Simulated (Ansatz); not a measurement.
For zinc-blende GaN (metastable phase), BLYP (plane waves, PAW; Ansatz, an electronic-structure program) gives:

- equilibrium lattice constant a = 4.597 Å
- bulk modulus = 156 GPa
- cohesive energy = 3.96 eV/atom
- band gap = 1.43 eV

Question: What does LC-ωPBE (PAW; Ansatz) give for the same quantities?

Answer: 
- lattice constant a: 4.457 Å (decreases by 3.0 %)
- bulk modulus: 226 GPa (grows by 45 %)
- cohesive energy: 4.51 eV/atom (goes up by 0.55 eV/atom)
- band gap: 8.51 eV (goes up by 7.08 eV)

For comparison: lattice constant a 4.5 Å (measured, 300 K, not corrected to a static lattice; as tabulated in Vurgaftman et al. (2001), doi:10.1063/1.1368156); band gap 3.48 eV (measured, zero-point renormalisation of 0.176 eV (computed, arXiv:2011.12765) added back here; inputs from Vurgaftman et al. (2001), doi:10.1063/1.1368156).

Changes are worked out from the printed values.

Unless a cell is named, each level is at its own relaxed cell (BLYP 12.14, LC-ωPBE 11.07 Å³/atom).

Levels without +SOC have no spin–orbit coupling; where heavier elements are present it shifts gaps, mostly down, and can invert bands. Density-functional gaps are differences of (generalised) Kohn–Sham levels.

Ansatz's density-functional and Hartree–Fock values are scalar-relativistic unless marked +SOC, with PAW data made under PBE.
